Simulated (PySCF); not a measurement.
The isolated species nitrosyl fluoride, `O=NF` is ionised with Mg Kα (hν = 1253.6 eV). Calculated photoelectron kinetic energies of its computed core levels, recoil neglected:

| line | kinetic energy (eV) |
| --- | --- |
| 1 | 840.58 |
| 2 | 710.45 |
| 3 | 560.96 |

Method used: PySCF 2.14.0, delta-SCF UKS SCAN, pcX-2 on the ionised atom, pcseg-1 elsewhere, spin-free X2C.

**Question.** Convert to binding energies and name the level and atom behind each line. Numbering: `[O:1]=[N:2][F:3]`.

**Answer.** Against the vacuum level, binding energy = hν − kinetic energy.

```
line  binding energy (eV)  level  atoms                 environment
   1               413.02   N 1s     N2  nitrogen bonded to F and O
   2               543.15   O 1s     O1          oxygen bonded to N
   3               692.64   F 1s     F3        fluorine bonded to N
```

**Question.** Where does line 2 move with hν = 800.0 eV?

**Answer.** To 800.0 − 543.15 = 256.85 eV; every photoline shifts by the change in photon energy, -453.6 eV.

**Question.** Which effective nuclear charge Zeff reproduces each element's mean 1s value in the hydrogen-like formula E = 13.606 eV × Zeff²?

**Answer.** N (Z = 7): mean 413.0 eV, Zeff = 5.51, Z − Zeff = 1.49; O (Z = 8): mean 543.2 eV, Zeff = 6.32, Z − Zeff = 1.68; F (Z = 9): mean 692.6 eV, Zeff = 7.13, Z − Zeff = 1.87. Means run over the listed sites, weighted by atom count.

Other core shells, valence and Auger electrons aren't listed. Isolated species at its PBE0-D3(BJ)/def2-SVP geometry, gas phase.

Time: 2.9 s wall; peak memory 0.34 GiB. Hardware: an Arm Neoverse V2 with one thread, no GPU, shared host with 96 logical CPUs at a one-minute load of 42.
